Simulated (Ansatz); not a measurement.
Consider the hydrogen abstraction from the Si–H bond: `O[SiH2]F` + H• → `O[SiH]F`• + H₂.

Gas-phase electronic energies from Ansatz, PBE0-D4/def2-TZVP geometries. CBS: MP2 limit from def2 TZ/QZ plus the TZ coupled-cluster correction, frozen cores. This one scheme is used for every species, atoms too. Open shells (•) are unrestricted, without spin–orbit coupling. One conformer a species, not always the lowest.

```tsv
species	CCSD(T)/CBS(def2) energy (Eh)
`O[SiH2]F`	-465.96250
H•	-0.50000
`O[SiH]F`•	-465.30075
H₂	-1.17544
```

Problem. Work out ΔE.

Solution. ΔE = (-465.30075) + (-1.17544) − (-465.96250) − (-0.50000) = -0.01369 Eh = -8.6 kcal/mol.

Problem. What do rigid-rotor, harmonic-oscillator terms from PBE0-D4/def2-TZVP frequencies (298.15 K, 1 bar) make of the CCSD(T)/CBS value? (An estimate is asked.)

Solution. Ansatz gave: ΔZPE = +0.2 kcal/mol, ΔH = -7.9 kcal/mol, ΔS = 20 J/(mol·K), ΔG = -9.3 kcal/mol. Open shells count their whole term as degenerate.

Largest T1 diagnostic among the species: 0.014.

From PBE to PBE0 (25 % exact exchange), in def2-TZVPP and without D4, ΔE moves by +2.3 kcal/mol. At CCSD(T), def2-SVP lies +2.7 kcal/mol from the extrapolated value and def2-TZVPP +0.2 kcal/mol. In def2-TZVPP, CCSD(T) changes the Hartree–Fock value by −5.8 kcal/mol (the triples alone add −0.1 kcal/mol) and MP2 by −3.6 kcal/mol.
